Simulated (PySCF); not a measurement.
## Electron affinity of Li by level of theory

Li⁻ [He] 2s2 (1S) → Li [He] 2s1 (2S), as a difference of total energies. Calculation: PySCF 2.14, in def2-TZVPPD (5s4p1d, 22 functions); the non-relativistic Hamiltonian (point nucleus). Correlated levels: valence and next inner shell: nothing frozen. The calculations carry no spin-orbit coupling.

| method | electron affinity (eV) |
| --- | --- |
| UHF | -0.377 |
| MP2 (valence and next inner shell) | 0.100 |
| SCS-MP2 (valence and next inner shell) | 0.193 |
| CCSD (valence and next inner shell) | 0.456 |
| CCSD(T) (valence and next inner shell) | 0.462 |
| CCSDT (valence and next inner shell) | 0.463 |

Errors of the correlated levels include the incompleteness of this basis.

A negative affinity means that the anion lies above the atom at that level of theory.

For comparison: 0.618 eV (measured; photodetachment measurements, as compiled on the Wikipedia data page of electron affinities).
